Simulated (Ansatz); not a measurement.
Start from `CC(=N)N` and change one atom or group to get `N=C(N)F`.

Ansatz, PBE0-D4/def2-TZVP geometries, multiplicity 1. Each molecule was computed in one conformer, which needn't be the lowest.

```csv
property,`CC(=N)N`
HOMO–LUMO gap (PBE0/def2-TZVPP) / eV,7.69
LUMO energy (PBE/def2-TZVPP) / eV,-0.19
HOMO energy (PBE0/def2-TZVPP) / eV,-6.98
"ideal-gas entropy at 298 K and 1 bar (rigid rotor, harmonic PBE0-D4/def2-TZVP) / J/(mol·K)",291
size of the dipole moment (B3LYP/def2-TZVPP) / D,3.35
LUMO energy (ωB97M-V/def2-TZVPP) / eV,2.11
```

What does the change do to each property? (Estimate.)

Ansatz gave: 
```json
{"property": "HOMO–LUMO gap (PBE0/def2-TZVPP) / eV", "`N=C(N)F`": "8.44", "shift": "0.75"}
{"property": "LUMO energy (PBE/def2-TZVPP) / eV", "`N=C(N)F`": "-0.02", "shift": "0.17"}
{"property": "HOMO energy (PBE0/def2-TZVPP) / eV", "`N=C(N)F`": "-7.54", "shift": "-0.56"}
{"property": "ideal-gas entropy at 298 K and 1 bar (rigid rotor, harmonic PBE0-D4/def2-TZVP) / J/(mol·K)", "`N=C(N)F`": "276", "shift": "-15"}
{"property": "size of the dipole moment (B3LYP/def2-TZVPP) / D", "`N=C(N)F`": "2.11", "shift": "-1.24"}
{"property": "LUMO energy (ωB97M-V/def2-TZVPP) / eV", "`N=C(N)F`": "2.31", "shift": "0.20"}
```

With PBE0 the HOMO falls by 0.56 eV and the LUMO rises by 0.19 eV, so the gap widens by about 0.75 eV. PBE moves the HOMO by -0.50 eV and ωB97M-V by -0.56 eV. The zero-point energy changes by -92.9 kJ/mol with -9 modes. Dipoles are sizes alone; their direction can turn.

B3LYP here is the variant with VWN-RPA as its local correlation; programs differ in this.
